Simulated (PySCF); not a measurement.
**Working with the constants of NaLi**

RHF-CCSD(T) constants of NaLi, ¹Σ⁺ (singlet), closed shell (basis Na pcseg-2, Li pcseg-2; no relativity; PySCF 2.14; masses 22.9898 and 7.0160 u):

```
ωe            : 257.2 cm⁻¹
ωexe          : 1.91 cm⁻¹
Be            : 0.3762 cm⁻¹
αe            : 0.00342 cm⁻¹
De to Na + Li : 0.81 eV
```

(1) What force constant and bond length do these constants imply?

(2) Estimate the centrifugal constant D from the Kratzer relation and find the Dunham coefficient a1.

Correlated steps freeze 1 core orbital. Where the molecule has an RHF reference, its open-shell atoms are computed with UHF.

## Answers

(1) Reduced mass μred = 5.3755 u; k = 5.8918×10⁻⁷·μred·ωe² (u, cm⁻¹, mdyn/Å) = 0.210 mdyn/Å; Re = √(16.8576/(μred·Be)) (u, cm⁻¹, Å) = 2.887 Å.

(2) D = 4Be³/ωe² = 3.22e-06 cm⁻¹; a1 = −1 − αeωe/(6Be²) = -2.04.
